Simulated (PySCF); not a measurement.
## Core binding energy against partial charge

Species: 2-chloro-2-propen-1-ol, C₃H₅ClO.
Cartesian coordinates in Å at the PBE0-D3(BJ)/def2-SVP level; atoms count from 1:
```xyz
10
C3H5ClO angstrom
C      1.5518   -0.2084    0.1585
C      0.3564    0.3734    0.2073
Cl     0.1357    1.8784    1.0704
C     -0.9109   -0.1047   -0.4433
O     -1.9793   -0.2261    0.4443
H      2.4297    0.2331    0.6327
H      1.6663   -1.1557   -0.3733
H     -0.7231   -1.0973   -0.8796
H     -1.1433    0.5837   -1.2830
H     -2.0611    0.6160    0.9099
```

Binding energies: PySCF, delta-SCF UKS SCAN, pcX-2 on the ionised atom, pcseg-1 elsewhere, spin-free X2C. Charges: PBE0/pcSseg-1 ground-state density, for the ionised atom.

```tsv
atom	environment	C 1s (eV)	Mulliken (e)	IAO (e)	Hirshfeld (e)	ESP (e)
C1	terminal =CH2 carbon	290.73	-0.044	-0.322	-0.105	-0.455
C2	vinylic C–Cl carbon	292.35	-0.356	-0.008	+0.020	+0.024
C4	carbinol carbon (C–OH)	292.83	+0.187	-0.050	-0.004	+0.170
```

Question: How well does each charge scheme correlate with the binding energies over these sites?

Answer: ESP: r = 1.00, slope 3.4 eV per e; IAO: r = 0.94, slope 6.1 eV per e; Hirshfeld: r = 0.92, slope 15.2 eV per e; Mulliken: r = 0.13, slope 0.5 eV per e. ESP charges have the highest r, on only 3 points.

Question: The point-charge model writes a binding energy as kq + V + constant, with V the potential of the other atoms' charges at the site. What does it give with the ESP charges?

Answer: V = Σ 14.40 eV Å × q/r over all other atoms: +6.00 eV at C1, -1.57 eV at C2, -2.26 eV at C4. Fitting binding energy − V to q gives k = 17.3 eV per e and leaves an rms residual of 0.56 eV, against 0.01 eV for the fit on q alone. The model has no term for differences in relaxation between sites.

One conformer (not necessarily the lowest) at the PBE0-D3(BJ)/def2-SVP geometry, without solvent, vibrations or thermal averaging.
